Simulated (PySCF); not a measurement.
Geometry:
| atom | x (Å) | y (Å) | z (Å) |
| --- | --- | --- | --- |
| C1 | 0.809 | -0.038 | -0.079 |
| C2 | -0.690 | 0.035 | 0.062 |
| F3 | -1.324 | -0.238 | -1.089 |
| F4 | -1.161 | -0.834 | 0.970 |
| F5 | -1.109 | 1.251 | 0.446 |
| H6 | 1.267 | 0.186 | 0.881 |
| H7 | 1.131 | 0.688 | -0.821 |
| H8 | 1.087 | -1.040 | -0.395 |

PySCF 2.14 calculation with geometry from GFN2-xTB, shieldings: GIAO PBE0/pcSseg-1 and couplings computed with B3LYP/pcJ-1; gas phase, averaged over atoms made equivalent by symmetry, fast rotation or ring inversion, one computed conformer, non-relativistic Hamiltonian.

Predict the 2D correlation tables (HSQC, COSY, HMBC).

Answers



HSQC (one-bond C–H):
```tsv
δH	δC	1J(C,H) (Hz)
1.85 (H6/H7/H8)	23.4 (C1)	138
```

HMBC (two and three bonds, |J| ≥ 2.5 Hz):
```tsv
δH	δC [abs. J in Hz]
1.85 (H6/H7/H8)	135.1 (C2) [6.1]
```

No COSY cross peaks are expected.

Chemical shifts δ = σref − σ; 1H, 13C vs TMS, all at this level.

Common functionals overestimate the size of one-bond C–F couplings by tens of Hz; these are unscaled. Shifts are as computed. Against solution values, carbons near 30 ppm lie about +3 ppm off and those near 130 ppm about +5 ppm. Of 1211 compounds with measured shifts, 218 miss one by over three times the rms of a fit or turn the order of signals round; such compounds aren't used in these exercises.
